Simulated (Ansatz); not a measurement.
# C3H6O2S: energies up the ladder

Aim: energies up the ladder, for C3H6O2S, with the cost of each level.

Program: Ansatz 0.2.0. Level of theory: the levels named in each step. These are calculated values, not measurements.

### 1 The system as given

Bond lengths: C1–O2 1.405 Å, O2–C3 1.406 Å, O4–C5 1.154 Å, C5–S6 1.538 Å, C1–H7 1.097 Å, C1–H8 1.088 Å, C1–H9 1.097 Å, C3–H10 1.097 Å, C3–H11 1.088 Å, C3–H12 1.097 Å. Angles: C1–O2–C3 112.9°, O2–C1–H7 111.2°, O2–C1–H8 106.8°, O2–C1–H9 111.2°, H7–C1–H8 109.5°, H7–C1–H9 108.7°, H8–C1–H9 109.5°, O2–C3–H10 111.2°, O2–C3–H11 106.7°, O2–C3–H12 111.2°, H10–C3–H11 109.4°, H10–C3–H12 108.8°, H11–C3–H12 109.6°, O4–C5–S6 177.0°.

Structure file:

```xyz
12

C     1.5033    0.1731    1.7478
O     1.4116   -0.0097    0.3574
C     2.1570   -1.1104   -0.0995
O    -0.6581   -0.8004   -1.6433
C    -1.0768   -0.0702   -0.8541
S    -1.7084    0.8915    0.1668
H     1.1192   -0.7012    2.2888
H     0.8994    1.0449    1.9908
H     2.5408    0.3498    2.0566
H     1.8083   -2.0435    0.3604
H     2.0110   -1.1624   -1.1762
H     3.2240   -0.9852    0.1213
```

### 2 A rough first relaxation, PBE-D4/def2-SVP

Contents of input.yaml:

```yaml
crystal:
  periodic: [false, false, false]
  atoms:
    - { symbol: C, position_ang: [1.50334, 0.17309, 1.74783] }
    - { symbol: O, position_ang: [1.4116, -0.0097, 0.35742] }
    - { symbol: C, position_ang: [2.15696, -1.11041, -0.09947] }
    - { symbol: O, position_ang: [-0.65813, -0.80035, -1.64332] }
    - { symbol: C, position_ang: [-1.07675, -0.07019, -0.85408] }
    - { symbol: S, position_ang: [-1.7084, 0.89152, 0.16677] }
    - { symbol: H, position_ang: [1.11924, -0.70115, 2.28878] }
    - { symbol: H, position_ang: [0.89939, 1.04493, 1.99081] }
    - { symbol: H, position_ang: [2.54077, 0.34977, 2.05656] }
    - { symbol: H, position_ang: [1.80826, -2.04353, 0.36037] }
    - { symbol: H, position_ang: [2.01099, -1.16244, -1.17617] }
    - { symbol: H, position_ang: [3.22396, -0.98525, 0.12132] }
basis:
  gaussian: { orbitals: def2-SVP }
hamiltonian:
  xc: pbe
  dispersion: d4
relax:
  f_tol: 0.03
  max_steps: 200
```

Run with:

```
> ansatz run input.yaml --threads 4 --pin off --max-ram 10240MiB --backend cpu --events-out ev --progress --plain --runs-dir out
```

The runs that follow: Relaxation, PBE0-D4/def2-TZVPP; Frequencies, PBE0-D4/def2-TZVPP; Single point, PBE-D4/def2-TZVPP; Single point, r2SCAN-D4/def2-TZVPP; Single point, B3LYP-D4/def2-TZVPP; Single point, wB97M-V/def2-TZVPP; Single point, B2PLYP/def2-TZVPP; Single point, LDA/def2-TZVPP; Single point, PBE0-D4/def2-SVP; Single point, PBE-D4/def2-SVP.

**Question.** What will these runs give? Wanted: C1–O2 at PBE0-D4/def2-TZVPP; O2–C3 at PBE0-D4/def2-TZVPP; O4–C5 at PBE0-D4/def2-TZVPP; frequencies at PBE0-D4/def2-TZVPP; energy at PBE-D4/def2-SVP.

**Answer**, as computed:

| quantity | value |
| --- | --- |
| C1–O2 at PBE0-D4/def2-TZVPP | 1.399 Å |
| O2–C3 at PBE0-D4/def2-TZVPP | 1.400 Å |
| O4–C5 at PBE0-D4/def2-TZVPP | 1.152 Å |
| frequencies at PBE0-D4/def2-TZVPP | 21 to 3141 cm⁻¹ |
| energy at PBE-D4/def2-SVP | -18116.374 eV |

No mode is imaginary, so the geometry is a minimum. These totals serve in differences with atoms or fragments at the same level; alone they don't rank the methods.
